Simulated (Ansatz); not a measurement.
For SnCl2 (Pnma, No. 62), PBEsol (PAW; Ansatz, a program for electronic structure) gives:

```
Property                               Value
-----------------------------  -------------
volume per atom                25.59 Å³/atom
band gap at the measured cell        2.92 eV
```

Question: What does r²SCAN in Ansatz (PAW) give for the same quantities?

Answer: 
- equilibrium volume per atom: 27.84 Å³/atom (grows by 8.8 %)
- band gap at the measured cell: 3.38 eV (increases by 0.46 eV)

For comparison: equilibrium volume per atom 26.49 Å³/atom (measured, temperature not stated, copied from a table, unchecked, not corrected to a static lattice; as tabulated in Acta Crystallographica 14, 1002 (1961)).

Changes are worked out from the printed values.

Unless a cell is named, each level is at its own relaxed cell (PBEsol 25.59, r²SCAN 27.84 Å³/atom).

Levels without +SOC have no spin–orbit coupling; where heavier elements are present it shifts gaps, mostly down, and can invert bands. Density-functional gaps are differences of (generalised) Kohn–Sham levels.

Ansatz's density-functional and Hartree–Fock values are scalar-relativistic unless marked +SOC, with PAW data made under PBE.
